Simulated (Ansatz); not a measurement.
Single points on the cluster Li₂F⁺.

```yaml
crystal:
  periodic: [false, false, false]
  atoms:
    - {symbol: Li, position_ang: [-1.169283, -0.048189, 0.798211]}
    - {symbol: Li, position_ang: [0.947755, -0.520069, -0.915415]}
    - {symbol: F, position_ang: [0.221538, 0.568268, 0.117204]}
basis:
  gaussian: {orbitals: def2-TZVP}
total_charge: 1
hamiltonian: {xc: pbe0, dispersion: d4}
output: {orbitals: {seedname: orbitals}}
```

The file start.molden holds the orbitals of an earlier run on this structure, at another level or in another basis.

```sh
$ ansatz run in.yaml --threads 4 --pin off --events-out ev --progress --plain --max-ram 3916MiB
```

Shortened log:

```
Functional definition: PBE0
  name "PBE0"
  cite "Adamo & Barone, J. Chem. Phys. 110, 6158 (1999) doi:10.1063/1.478522"
  cite "Perdew, Burke & Ernzerhof, Phys. Rev. Lett. 77, 3865 (1996) doi:10.1103/PhysRevLett.77.3865"
  parent pbe
  parameter a = 0.25
  parameter kappa = 0.804
  parameter beta = 0.06672455060314922
  exchange = (1 - a)*pbe_x(kappa = kappa, mu = beta*pi^2/3) + a*exact_x
  correlation = pbe_c(beta = beta)
414 factors; their error is unknown
mean field evaluation 1: about -3102.9930 eV, gradient 1.2e2 eV
mean field evaluation 2: about -2926.6726 eV, gradient 2.5e2 eV
mean field evaluation 4: about -3121.1433 eV, gradient 2.2e0 eV
mean field evaluation 8: about -3121.1479 eV, gradient 2.8e-2 eV
mean field -3121.16046651 eV, -114.7005315456 hartree, gradient 3.0e-5 eV, S^2 0.000000; 0 other end points of the search recorded, 0 dependent functions left out
reference -3121.16050966 eV, -114.7005331314 hartree; 7, 7 occupied and 52, 52 virtual orbitals, 414 factors
Total energy: -3121.17124676 eV, -114.7009277126 hartree
```

Run time 0.2 s (4 threads of Arm Neoverse V2 on a shared host).

As the first input, with `gaussian: {orbitals: def2-TZVP, initial_orbitals: start.molden}`, `hamiltonian: {xc: pbe, dispersion: d4}`, `scf: {omitted_lower_state_checks: [starts]}` (abridged; 0.2 s):

```
Functional definition: PBE
mean field -3120.93857538 eV, -114.6923771972 hartree, gradient 1.0e-5 eV, S^2 0.000000
Total energy: -3120.95156365 eV, -114.6928545072 hartree
Checks for a lower state left out: starts
```

As the first input, with `gaussian: {orbitals: def2-TZVP, initial_orbitals: start.molden}`, `hamiltonian: {xc: r2scan, dispersion: d4}`, `scf: {omitted_lower_state_checks: [starts]}` (abridged; 0.5 s):

```
Functional definition: r2SCAN
mean field -3123.48717288 eV, -114.7860364276 hartree, gradient 4.7e-5 eV, S^2 0.000000
Total energy: -3123.48971011 eV, -114.7861296693 hartree
Checks for a lower state left out: starts
```

The first input with `gaussian: {orbitals: def2-TZVPP, initial_orbitals: start.molden}`, `correlation: {method: ccsd_t}`, `scf: {omitted_lower_state_checks: [starts]}` and without the key `hamiltonian` (abridged; 0.3 s):

```
Functional definition: HF
mean field -3110.60551410 eV, -114.3126441991 hartree, gradient 2.4e-6 eV, S^2 0.000000
1 core orbitals not correlated: weight in the atoms' cores, before any rotation towards them, 1.000 or more for the frozen orbitals, at most 0.000 for the correlated occupied ones
second order -9.09289297 eV of doubles, -0.00000000 eV of singles
cycle   1  -9.10698231 eV  change   -1.4e-2 eV  update   5.7e-2
cycle   2  -9.25611719 eV  change   -1.5e-1 eV  update   1.7e-2
cycle   3  -9.29910072 eV  change   -4.3e-2 eV  update   7.7e-3
cycle   4  -9.29469451 eV  change    4.4e-3 eV  update   2.0e-3
cycle   5  -9.29252409 eV  change    2.2e-3 eV  update   7.5e-4
cycle   6  -9.29265743 eV  change   -1.3e-4 eV  update   2.6e-4
cycle   7  -9.29274045 eV  change   -8.3e-5 eV  update   8.0e-5
cycle   8  -9.29271720 eV  change    2.3e-5 eV  update   2.8e-5
cycle   9  -9.29270835 eV  change    8.9e-6 eV  update   9.3e-6
perturbative correction -0.18616151 eV, -0.0068413092 hartree
Total energy: -3120.08438396 eV, -114.6609862414 hartree
Checks for a lower state left out: starts
```

Geometry: B3LYP-D4/def2-TZVP, that of the neutral doublet.

Correlated methods freeze 1 core orbital; core or outer-core shells of Li are correlated, in sets that lack core-valence functions. The structure comes from a short search, and lower isomers may exist.
